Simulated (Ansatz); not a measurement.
# CH₄ClSi+ (SMILES [SiH2+]CCl): a rigid scan of the bond length Si1–C2

An exercise on one series of results from a longer session: the logs are not shown, and one member is left open.

Computed with Ansatz 0.2.0, Gaussian basis. Level: single points in def2-TZVPP.

Levels: PBE-D4, r2SCAN-D4, PBE0-D4, B3LYP-D4, wB97M-V, Hartree-Fock, MP2, CCSD, CCSD(T). The scan takes 1.502, 1.579, 1.692, 1.824, 1.970, 2.128, 2.296, 2.472, 2.656 Å.

Cores are frozen in the correlated methods. B3LYP uses VWN-RPA correlation.

36 further runs of the same task are left out: 36 set aside as unsound or not needed.

## Where the work starts

SMILES `[SiH2+]CCl`, 7 atoms, charge 1, spin multiplicity 1.

Atoms are counted from 1 here; the program's logs count them from 0.

Bond lengths: Si1–C2 1.887 Å, Si1–H4 1.456 Å, Si1–H5 1.466 Å, C2–Cl3 1.829 Å, C2–H6 1.093 Å, C2–H7 1.093 Å. Angles: C2–Si1–H4 118.7°, C2–Si1–H5 121.1°, H4–Si1–H5 120.2°, Si1–C2–Cl3 103.1°, Si1–C2–H6 114.8°, Si1–C2–H7 114.8°, Cl3–C2–H6 107.8°, Cl3–C2–H7 107.8°, H6–C2–H7 107.9°.

Coordinates:

```xyz
7

Si   -0.7735    0.3181   -0.6649
C     0.6454   -0.0227    0.5322
Cl    0.6258   -1.8452    0.6882
H    -1.5385   -0.8078   -1.1806
H    -1.1071    1.6860   -1.0746
H     0.5148    0.4001    1.5312
H     1.6329    0.2715    0.1686
```

The first run:

relax/in.yaml

```yaml
crystal:
  periodic: [false, false, false]
  atoms:
    - {symbol: Si, position_ang: [-0.773500, 0.318100, -0.664920]}
    - {symbol: C, position_ang: [0.645420, -0.022700, 0.532200]}
    - {symbol: Cl, position_ang: [0.625820, -1.845230, 0.688170]}
    - {symbol: H, position_ang: [-1.538450, -0.807810, -1.180650]}
    - {symbol: H, position_ang: [-1.107060, 1.686020, -1.074610]}
    - {symbol: H, position_ang: [0.514840, 0.400090, 1.531200]}
    - {symbol: H, position_ang: [1.632930, 0.271540, 0.168610]}
basis:
  gaussian: {orbitals: def2-TZVP}
total_charge: 1
hamiltonian: {xc: pbe0, dispersion: d4}
relax: {f_tol: 0.005, max_steps: 200}
```

No record of the launch command was kept for these runs.

Among the steps run: Relaxation at PBE0-D4; The minimum at every level; Si1–C2 = 1.502 Å; Si1–C2 = 1.579 Å; Si1–C2 = 1.692 Å; Si1–C2 = 1.824 Å; Si1–C2 = 1.970 Å; Si1–C2 = 2.128 Å; Si1–C2 = 2.296 Å; Si1–C2 = 2.472 Å; Si1–C2 = 2.656 Å.

One of the session's tables, all rows but one given; the rest of the session is left out.

Energies less that of the minimum at the same level (kcal/mol):

| bond length (Å) | PBE-D4 | PBE0-D4 | B3LYP-D4 | wB97M-V | Hartree-Fock |
| --- | --- | --- | --- | --- | --- |
| 1.502 | 45.4 | 44.2 | 45.0 | 43.9 | 48.8 |
| 1.579 | 23.5 | 22.5 | 23.1 | 22.2 | 25.4 |
| 1.692 | 6.2 | 5.6 | 6.0 | 5.4 | 6.8 |
| 1.824 | 0.1 | 0.0 | 0.0 | 0.0 | 0.1 |
| 1.831 (minimum) | 0.0 | 0.0 | 0.0 | 0.0 | 0.0 |
| 1.970 | ? | ? | ? | ? | ? |
| 2.128 | 10.7 | 12.6 | 11.3 | 13.2 | 12.4 |
| 2.296 | 20.9 | 24.1 | 22.0 | 25.3 | 25.0 |
| 2.472 | 31.4 | 36.2 | 33.1 | 37.9 | 38.7 |
| 2.656 | 41.5 | 47.8 | 43.7 | 50.1 | 52.1 |

Q: Estimate the row for bond length (Å) = 1.970 from the others.

As computed: PBE-D4: 2.7; PBE0-D4: 3.5; B3LYP-D4: 3.0; wB97M-V: 3.7; Hartree-Fock: 3.1.
